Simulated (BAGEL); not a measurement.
# AlH (SMILES [AlH]): HF/STO-3G (density fitting with cc-pvqz-jkfit)

What is the energy change on altering one bond length of AlH at HF/STO-3G (density fitting with cc-pvqz-jkfit)? 

The results are computed with BAGEL 1.2.2.

4 further runs of the same task are left out: 4 set aside as unsound or not needed.

### 1 The molecule

AlH: 2 atoms, total charge 0, spin state singlet. SMILES: `[AlH]`. The coordinates come from a PBE0-D4/def2-TZVP relaxation.

Bond lengths: Al1–H2 1.665 Å.

### 2 A single-point energy at HF/STO-3G (density fitting with cc-pvqz-jkfit)

The input, hf.json:

```json
{ "bagel": [

{
  "title": "molecule",
  "basis": "sto-3g",
  "df_basis": "cc-pvqz-jkfit",
  "angstrom": "true",
  "geometry": [
    { "atom": "Al", "xyz": [    0.000000,    0.000000,   -0.025640 ] },
    { "atom": "H", "xyz": [    0.000000,    0.000000,    1.639110 ] }
  ]
},
{
  "title": "hf",
  "charge": 0
},
{
  "title": "print",
  "file": "orbitals.molden",
  "orbitals": "true"
}

]}
```

On the command line:

```bash
BAGEL_NUM_THREADS=1 BAGEL hf.json > hf.out
```

The log of the run:

```text
* using 1 threads per process

  ===============================================================
  ===============================================================

  *** Geometry ***

  { "atom" : "Al", "xyz" : [      0.000000,      0.000000,     -0.048453 ] },
  { "atom" : "H", "xyz" : [      0.000000,      0.000000,      3.097469 ] },

  Number of auxiliary basis functions:      199

  Since a DF basis is specified, we compute 2- and 3-index integrals:
    o Being stored without compression. Storage requirement is 0.000 GB

  Number of basis functions:       10
  Number of electrons      :       14

    * METHOD: MOLECULE                             0.02

  *** RHF ***

  === Nuclear Repulsion ===
     4.1323344278

      * DIIS with orbital gradients will be used.

  === RHF iteration (sto-3g) ===
      0       -239.47037270          0.01825760           0.00
      1       -239.49443982          0.00259768           0.00
      2       -239.49479936          0.00041841           0.00
      3       -239.49481342          0.00005827           0.00
      4       -239.49481365          0.00000186           0.00
      5       -239.49481365          0.00000006           0.00
      6       -239.49481365          0.00000000           0.00
    * SCF iteration converged.

    * Permanent dipole moment:
           (    0.000000,     0.000000,     0.514455) a.u.

    * METHOD: HF                                   0.02

    * METHOD: PRINT                                0.00

  ===============================================================
```

It took 0.2 s on 1 thread of Arm Neoverse V2, shared host.

### 3 The distorted shape

The input, input.json:

```json
{ "bagel" : [

{
  "title" : "molecule",
  "basis" : "sto-3g",
  "df_basis" : "cc-pvqz-jkfit",
  "angstrom" : "true",
  "geometry" : [
    { "atom" : "Al", "xyz" : [    0.000000,    0.000000,   -0.857990 ] },
    { "atom" : "H", "xyz" : [    0.000000,    0.000000,    1.639110 ] }
  ]
},
{
  "title" : "hf"
},
{
  "title" : "print",
  "file" : "orbitals.molden",
  "orbitals" : "true"
}

]}
```

On the command line:

```bash
BAGEL_NUM_THREADS=1 BAGEL input.json > input.out
```

The log of the run:

```text
* using 1 threads per process

  ===============================================================
  ===============================================================

  *** Geometry ***

  { "atom" : "Al", "xyz" : [      0.000000,      0.000000,     -1.621366 ] },
  { "atom" : "H", "xyz" : [      0.000000,      0.000000,      3.097469 ] },

  Number of auxiliary basis functions:      199

  Since a DF basis is specified, we compute 2- and 3-index integrals:
    o Being stored without compression. Storage requirement is 0.000 GB

  Number of basis functions:       10
  Number of electrons      :       14

    * METHOD: MOLECULE                             0.02

  *** RHF ***

  === Nuclear Repulsion ===
     2.7549171994

      * DIIS with orbital gradients will be used.

  === RHF iteration (sto-3g) ===
      0       -239.29076165          0.02639358           0.00
      1       -239.36184253          0.00504375           0.00
      2       -239.36237837          0.00073369           0.00
      3       -239.36241062          0.00008319           0.00
      4       -239.36241098          0.00001388           0.00
      5       -239.36241099          0.00000192           0.00
      6       -239.36241099          0.00000001           0.00
    * SCF iteration converged.

    * Permanent dipole moment:
           (    0.000000,     0.000000,     2.115283) a.u.

    * METHOD: HF                                   0.02

    * METHOD: PRINT                                0.00

  ===============================================================
```

It took 0.2 s on 1 thread of Arm Neoverse V2, shared host.

### 4 Outcome

Level: HF/STO-3G (density fitting with cc-pvqz-jkfit).

| quantity | value |
| --- | --- |
| first shape: total energy | -239.49481 Eh |
| first shape: dipole moment | 1.31 D |
| first shape: HOMO energy | -3.63 eV |
| first shape: LUMO energy | 9.95 eV |
| first shape: HOMO–LUMO gap | 13.58 eV |
| distorted shape: total energy | -239.36241 Eh |
| distorted shape: dipole moment | 5.38 D |
| distorted shape: HOMO energy | -1.97 eV |
| distorted shape: LUMO energy | 8.44 eV |
| distorted shape: HOMO–LUMO gap | 10.41 eV |
| energy change with the Al1–H2 bond stretched from 1.665 to 2.497 Å | 3.603 eV |

In words: One bond (distorted shape) is far stretched, which a spin-restricted single reference describes badly; a broken-symmetry solution may lie lower. With the Al1–H2 bond stretched from 1.665 to 2.497 Å the energy rises by 3.60 eV (348 kJ/mol). The first shape isn't relaxed at this level, so the change isn't measured from a minimum. A restricted reference can't describe the breaking bond well at this length. The minimal basis adds a large error of its own.
